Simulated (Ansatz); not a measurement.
## Volume per atom of some elemental solids other than molecular ones

Method: LDA (Ansatz, a first-principles code, PAW). References are measured values corrected to a static lattice. The table is a random draw of 8 from 14 solids with such references.

Values in Å³/atom.

| solid | reference | LDA | error (%) |
|---|---|---|---|
| hcp Sc | 24.77¶ | 22.53 | -9.0 |
| hcp Zr | 23.18¶ | 21.78 | -6.0 |
| hcp Zn | 14.86¶ | 13.62 | -8.3 |
| hcp Ru | 13.45¶ | 13.09 | -2.7 |
| hcp Cd | 21.01¶ | 20.06 | -4.5 |
| hcp Mg | 22.65¶ | 21.61 | -4.6 |
| hcp Re | 14.62¶ | 14.33 | -2.0 |
| hcp Tl | 27.99¶ | 27.29 | -2.5 |

Over these 8 solids the mean error is -5.0 %, the mean absolute error 5.0 % (median 4.6 %), and the worst case hcp Sc at -9.0 %; the value is too low in 8 of 8 cases. Over all 14, from unrounded values, the mean error is -5.5 % and the mean absolute error 5.5 % (median 5.3 %).

All these references are brought to a static lattice.

Spin–orbit coupling is left out, also for the solids with elements from indium on (hcp Re, hcp Tl); its size isn't shown.

¶ marks references of a special kind: hcp Sc, 24.77 Å³/atom (measured, copied from a table, unchecked, extrapolated to 0 K and zero-point effects removed; as tabulated in Lejaeghere et al. (2013), arXiv:1204.2733); hcp Zr, 23.18 Å³/atom (measured, copied from a table, unchecked, extrapolated to 0 K and zero-point effects removed; as tabulated in Lejaeghere et al. (2013), arXiv:1204.2733); hcp Zn, 14.86 Å³/atom (measured, copied from a table, unchecked, extrapolated to 0 K and zero-point effects removed; as tabulated in Lejaeghere et al. (2013), arXiv:1204.2733); hcp Ru, 13.45 Å³/atom (measured, copied from a table, unchecked, extrapolated to 0 K and zero-point effects removed; as tabulated in Lejaeghere et al. (2013), arXiv:1204.2733); hcp Cd, 21.01 Å³/atom (measured, copied from a table, unchecked, extrapolated to 0 K and zero-point effects removed; as tabulated in Lejaeghere et al. (2013), arXiv:1204.2733); hcp Mg, 22.65 Å³/atom (measured, copied from a table, unchecked, extrapolated to 0 K and zero-point effects removed; as tabulated in Lejaeghere et al. (2013), arXiv:1204.2733); hcp Re, 14.62 Å³/atom (measured, copied from a table, unchecked, extrapolated to 0 K and zero-point effects removed; as tabulated in Lejaeghere et al. (2013), arXiv:1204.2733); hcp Tl, 27.99 Å³/atom (measured, copied from a table, unchecked, extrapolated to 0 K and zero-point effects removed; as tabulated in Lejaeghere et al. (2013), arXiv:1204.2733).

Differences are worked out from the printed values.

Ansatz's density-functional and Hartree–Fock values are scalar-relativistic unless marked +SOC, with PAW data made under PBE.

Ansatz's runs of these crystals have no spin polarisation.

Not in this set, of the elemental solids other than molecular ones with a reference value in our tables and a result at some level: 2 for a published cell of unstated conditions; 2 for a reference at room or unstated temperature; 2 for a cell known from the COD alone. These can be a level's best or worst cases. Solids without a released value at any level aren't counted. Cubic solids are told by their lattice constant and aren't counted here. Layered and molecular crystals are counted apart. The metals Ce to Yb are counted apart.

References as tabulated in Lejaeghere et al. (2013), arXiv:1204.2733.
